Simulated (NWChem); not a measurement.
System: water (H₂O); SMILES O

```xyz
3

O      0.0000     0.0000     0.1226
H      0.7577     0.0000    -0.4905
H     -0.7577     0.0000    -0.4905
```
Atoms are numbered in this order, from 1.

Structure relaxed at the PBE-D3(BJ)/def2-SVP level.

Symmetry labels are those of C2v in the frame above (b1 and b2, or b-type labels, depend on it). States above −ε(HOMO) = 9.0 eV lie in this functional's continuum and hang on the basis.

**Question.** List the 6 lowest vertical singlet excitations from PBE0/aug-cc-pVDZ, full TDDFT (NWChem).

**Answer.** 
| state | energy (eV) | oscillator strength | symmetry | leading excitation (squared amplitude) |
|---|---|---|---|---|
| S1 | 7.07 | 0.050 | b2 | HOMO → LUMO (0.98) |
| S2 | 8.57 | 0.000 | a2 | HOMO → LUMO+1 (0.96) |
| S3 | 9.42 | 0.091 | a1 | HOMO−1 → LUMO (0.97) |
| S4 | 10.45 | 0.000 | b2 | HOMO → LUMO+2 (0.97) |
| S5 | 10.89 | 0.016 | b1 | HOMO−1 → LUMO+1 (0.98) |
| S6 | 11.32 | 0.001 | a1 | HOMO → LUMO+3 (0.91) |
